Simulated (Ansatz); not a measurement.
A made-up structure of BH2O (charge -1), singlet:

B1  (0.031, -0.010, 0.020)
O2  (1.206, -0.377, 0.763)
H3  (-1.230, -0.638, 0.165)
H4  (-0.007, 1.025, -0.947)
(Å)

It is relaxed with PBE-D4/def2-SVPD and then PBE0-D4/def2-TZVPD (Ansatz 0.2.0). Atoms count as bonded within 1.22 times the sum of their covalent radii (H–H: 0.88 Å). The end point is not checked to be a true minimum.

**Question.** Does its bonding change? (A judgement: the text doesn't fix the answer.)

**Answer.** By the calculation: Yes. Formed: B1–H3, B1–H4; broken: none.

Where it ends: The first stage lowers the energy by 0.72 eV in 5 steps. It ends as BH₂O ([BH2][O]), total charge -1:
```
4
angstrom
B 0.0278 -0.0087 0.0176
O 1.0763 -0.3364 0.6809
H -1.0981 -0.5697 0.1471
H -0.0060 0.9148 -0.8456
```

Labels in which every atom is bracketed show which atoms are joined, not bond orders.

For scale, one of the runs: PBE0-D4/def2-TZVPD relaxation, 95 basis functions, launched by `ansatz run in.yaml --threads 2 --pin off --events-out ev --progress --plain --max-ram 4352MiB`. The run took about 3.3 s on 2 CPU threads of an Arm Neoverse V1 (shared host).
